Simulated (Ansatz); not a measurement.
fcc Cu was calculated with PBEsol (plane waves, PAW; Ansatz, a program for electronic structure).

Numerical settings: plane-wave cutoff 500 eV, 24×24×1 k mesh (along the axes of the cell as run), Fermi–Dirac smearing 0.1 eV, scalar-relativistic PAW data made under PBE.

Question: Estimate the surface energy of the (111) face and work function of the (111) face that the calculation returns.

Answer: 
- surface energy of the (111) face = 1.66 J/m²
- work function of the (111) face = 4.95 eV

The slab of 6 atoms is relaxed and unreconstructed.
